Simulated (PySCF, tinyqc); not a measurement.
Inside a calculation. Method: G0W0 on RHF in the sto-6g basis, for LiH, spin multiplicity 1. The lowest restricted solution is unstable here: a spin-polarised one lies 0.0002 hartree lower (PySCF). One step of it, computed by the program tinyqc.

Task: Integrals over molecular orbitals. (pq|rs) = sum C_ip C_jq C_kr C_ls (ij|kl), one index at a time.

coefficients C:
```
               MO1        MO2        MO3        MO4       MO5        MO6
1Li 1s    0.994102  -0.140039  -0.204416   0.000000  0.000000   0.109261
1Li 2s    0.023875   0.482760   0.800988   0.000000  0.000000  -0.547154
1Li 2px   0.000000   0.000000   0.000000   0.872278  0.489011   0.000000
1Li 2py   0.000000   0.000000   0.000000  -0.489011  0.872278   0.000000
1Li 2pz  -0.004722   0.332165  -0.595031   0.000000  0.000000  -0.865405
2H 1s    -0.000380   0.592941  -0.184452   0.000000  0.000000   0.968418
```

core Hamiltonian H = T + V (hartree):
```
            1Li 1s     1Li 2s    1Li 2px    1Li 2py    1Li 2pz      2H 1s
1Li 1s   -4.705550  -0.999233   0.000000   0.000000  -0.010130  -0.105123
1Li 2s   -0.999233  -1.336220   0.000000   0.000000  -0.094679  -0.442806
1Li 2px   0.000000   0.000000  -1.098459   0.000000   0.000000   0.000000
1Li 2py   0.000000   0.000000   0.000000  -1.098459   0.000000   0.000000
1Li 2pz  -0.010130  -0.094679   0.000000   0.000000  -1.171141  -0.594353
2H 1s    -0.105123  -0.442806   0.000000   0.000000  -0.594353  -1.236214
```

Two-electron integrals (ij|kl) in chemists' order, unique and non-zero (hartree):
```
(11|11) 1.681247   (21|11) 0.242603   (21|21) 0.044507   (22|11) 0.397190
(22|21) 0.090279   (22|22) 0.290625   (31|31) 0.009437   (32|31) 0.014261
(32|32) 0.064236   (33|11) 0.397190   (33|21) 0.090279   (33|22) 0.290625
(33|33) 0.313125   (41|41) 0.009437   (42|41) 0.014261   (42|42) 0.064236
(43|43) 0.016875   (44|11) 0.397190   (44|21) 0.090279   (44|22) 0.290625
(44|33) 0.279374   (44|44) 0.313125   (51|51) 0.009437   (52|51) 0.014261
(52|52) 0.064236   (53|53) 0.016875   (54|54) 0.016875   (55|11) 0.397190
(55|21) 0.090279   (55|22) 0.290625   (55|33) 0.279374   (55|44) 0.279374
(55|55) 0.313125   (61|11) 0.024499   (61|21) 0.004427   (61|22) 0.009171
(61|33) 0.009039   (61|44) 0.009039   (61|51) 0.000596   (61|52) 0.001246
(61|55) 0.009437   (61|61) 0.000489   (62|11) 0.089491   (62|21) 0.020776
(62|22) 0.074889   (62|33) 0.070660   (62|44) 0.070660   (62|51) 0.003409
(62|52) 0.023132   (62|55) 0.083345   (62|61) 0.002550   (62|62) 0.036729
(63|31) 0.001388   (63|32) 0.007174   (63|53) 0.003132   (63|63) 0.002036
(64|41) 0.001388   (64|42) 0.007174   (64|54) 0.003132   (64|64) 0.002036
(65|11) 0.119048   (65|21) 0.027840   (65|22) 0.103164   (65|33) 0.096076
(65|44) 0.096076   (65|51) 0.005305   (65|52) 0.035903   (65|55) 0.117341
(65|61) 0.003527   (65|62) 0.054820   (65|65) 0.082472   (66|11) 0.255017
(66|21) 0.060054   (66|22) 0.238218   (66|33) 0.217974   (66|44) 0.217974
(66|51) 0.010000   (66|52) 0.087234   (66|55) 0.278708   (66|61) 0.007615
(66|62) 0.153192   (66|65) 0.235454   (66|66) 0.774999
```

Give: one-electron integrals over orbitals h = C^T H C; Two-electron integrals over orbitals.

Result:

one-electron integrals over orbitals h = C^T H C (hartree):
```
        1       2       3       4       5       6
1  -4.698   0.095   0.165   0.000   0.000  -0.056
2   0.095  -1.332   0.013   0.000   0.000   0.036
3   0.165   0.013  -1.103   0.000   0.000   0.025
4   0.000   0.000   0.000  -1.098   0.000   0.000
5   0.000   0.000   0.000   0.000  -1.098   0.000
6  -0.056   0.036   0.025   0.000   0.000  -1.018
```

Two-electron integrals over orbitals (pq|rs), unique and non-zero (hartree):
```
(11|11) 1.665       (21|11) -0.098      (21|21) 0.010       (22|11) 0.320
(22|21) 3.20e-03    (22|22) 0.458       (31|11) -0.145      (31|21) 0.011
(31|22) -0.011      (31|31) 0.023       (32|11) 0.027       (32|21) -2.61e-03
(32|22) -0.056      (32|31) -5.08e-04   (32|32) 0.019       (33|11) 0.396
(33|21) -0.009      (33|22) 0.212       (33|31) 8.65e-04    (33|32) 0.013
(33|33) 0.332       (41|41) 0.010       (42|41) 0.007       (42|42) 0.021
(43|41) 0.010       (43|42) 0.020       (43|43) 0.042       (44|11) 0.397
(44|21) -3.37e-03   (44|22) 0.248       (44|31) -4.79e-03   (44|32) 0.012
(44|33) 0.281       (44|44) 0.313       (51|51) 0.010       (52|51) 0.007
(52|52) 0.021       (53|51) 0.010       (53|52) 0.020       (53|53) 0.042
(54|54) 0.017       (55|11) 0.397       (55|21) -3.37e-03   (55|22) 0.248
(55|31) -4.79e-03   (55|32) 0.012       (55|33) 0.281       (55|44) 0.279
(55|55) 0.313       (61|11) 0.072       (61|21) -0.010      (61|22) -0.007
(61|31) -0.005      (61|32) 2.65e-03    (61|33) 0.012       (61|44) 1.48e-03
(61|55) 1.48e-03    (61|61) 0.012       (62|11) -0.079      (62|21) 1.76e-03
(62|22) 0.112       (62|31) 3.98e-03    (62|32) -0.042      (62|33) -0.020
(62|44) -0.035      (62|55) -0.035      (62|61) 6.68e-04    (62|62) 0.131
(63|11) 0.019       (63|21) -2.08e-03   (63|22) -0.055      (63|31) 4.26e-03
(63|32) 0.015       (63|33) 0.036       (63|44) 0.007       (63|55) 0.007
(63|61) 4.21e-03    (63|62) -0.037      (63|63) 0.029       (64|41) -0.006
(64|42) -0.019      (64|43) -0.013      (64|64) 0.020       (65|51) -0.006
(65|52) -0.019      (65|53) -0.013      (65|65) 0.020       (66|11) 0.357
(66|21) 1.10e-03    (66|22) 0.430       (66|31) -0.011      (66|32) -0.046
(66|33) 0.238       (66|44) 0.261       (66|55) 0.261       (66|61) -0.005
(66|62) 0.103       (66|63) -0.045      (66|66) 0.426
```
